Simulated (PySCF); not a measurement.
# Molecular orbitals of NO

PBEsol at R = 1.150 Å; N aug-cc-pVDZ, O aug-cc-pVDZ; no relativity (PySCF 2.14). State: ²Π (doublet), unpaired electrons π ↑. Only the outer orbitals are listed, counted within each symmetry.

| spin | orbital | occ. | ε (eV) | on N (%) | main shells (%) |
| --- | --- | --- | --- | --- | --- |
| α | 3σ | 1 | -31.64 | 37 | 53 O s, 26 N s, 11 N p |
| α | 4σ | 1 | -16.89 | 38 | 40 N s, 39 O s, 23 O p |
| α | 1π | 1 | -12.98 | 36 | 63 O p, 35 N p |
| α | 1π | 1 | -12.91 | 37 | 62 O p, 36 N p |
| α | 5σ | 1 | -11.75 | 66 | 39 N p, 26 N s, 26 O p |
| α | 2π | 1 | -4.38 | 64 | 64 N p, 36 O p |
| α | 2π | 0 | -4.26 | 65 | 64 N p, 35 O p |
| β | 3σ | 1 | -31.15 | 36 | 54 O s, 24 N s, 11 N p |
| β | 4σ | 1 | -16.15 | 34 | 40 O s, 37 N s, 26 O p |
| β | 1π | 1 | -12.67 | 34 | 65 O p, 33 N p |
| β | 1π | 1 | -11.67 | 32 | 66 O p, 32 N p |
| β | 5σ | 1 | -11.14 | 69 | 39 N p, 30 N s, 23 O p |
| β | 2π | 0 | -3.80 | 66 | 66 N p, 33 O p |
| β | 2π | 0 | -2.66 | 69 | 68 N p, 30 O p |

**Question.** Which are the highest filled and the lowest empty level, where do they sit, and how wide is the gap?

**Answer.** Highest filled α 2π at -4.38 eV (in %: 64 N p, 36 O p); lowest empty α 2π at -4.26 eV (in %: 64 N p, 35 O p); the gap at PBEsol is 0.12 eV. Both belong to one degenerate shell, split only by its one-sided filling, so this is no excitation gap.

The bond order (Mayer) is 1.91. The ⟨S²⟩ is 0.752. The charge on N (Mulliken, basis-dependent) is 0.17. The charge on N (Löwdin, basis-dependent) is 0.10 and the dipole moment (positive dipole means N(−)O(+)) is 0.25 D.

The state is the lowest determinant that a PBE0 search found; another state may lie lower at other levels.
